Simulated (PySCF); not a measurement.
Gas-phase reaction: AlH + 2 N + AlH3 + 4 Cl → 2 AlCl2NH2

Energies from PySCF, thermal terms from the rigid-rotor harmonic-oscillator model, ideal gas at 1 bar. † marks an energy on the PBE0/def2-TZVP geometry and frequencies; other levels use their own. CCSD(T) freezes the core. Open shells (unrestricted): N (multiplicity 4), Cl (multiplicity 2, electronic degeneracy 6); the rest are closed-shell singlets. Spin-orbit splitting is ignored; it lowers the true energy and changes the entropy of Cl. AlH3, AlCl2NH2: computed as isolated molecules; such fragments, hydroxides, amides, oligomers or adducts are transient or little studied in the gas. CCSD(T) isn't extrapolated to the basis-set limit; its ΔH°(298 K) is -2519.4 kJ in def2-SVP and -2679.6 kJ in def2-TZVPP. The harmonic model lacks anharmonicity and excited electronic states, which grow with temperature; levels with a mode under 35 cm⁻¹ are left out.

```
level               ΔE electronic, kJ  ΔH°(298 K), kJ  ΔS°(298 K), J/K  ΔG°(1400 K), kJ
------------------  -----------------  --------------  ---------------  ---------------
CCSD(T)/def2-SVP†               -2594           -2519             -729            -1487
HF/def2-TZVP†                   -2014           -1939             -729             -907
PBE0/def2-SVP†                  -2847           -2773             -729            -1740
PBE0/def2-TZVP                  -2863           -2788             -729            -1756
ωB97X-V/def2-TZVP†              -2874           -2800             -729            -1768
```
ΔH° is lowest at ωB97X-V/def2-TZVP† and highest at HF/def2-TZVP†. No reference value is set beside these.
